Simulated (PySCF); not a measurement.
```xyz
3
charge 0 multiplicity 1, angstrom
O    -0.5661    0.0000   -0.4741
H    -1.2742    0.0000    0.1875
F     0.5441    0.0000    0.3891
```

Computed with PBE0/[O def2-TZVP, H def2-TZVP, F def2-TZVP], no relativity, density fitting, PySCF.

This geometry of OHF is a stationary point at this level.

Question: What is the point group?

Answer: Cs.

Question: Is it a minimum?

Answer: Yes: all harmonic wavenumbers are real.

Question: Which band is strongest in the infrared?

Answer: 1434 cm⁻¹ (a'), 55 km/mol.

Question: Give the ideal-gas entropy at 298.15 K and 1 bar by parts.

Answer: translation 153.5, rotation 72.1, vibration 0.4, spin 0.0; total 226.1 J/(mol K).

This need not be the most stable arrangement of these atoms.
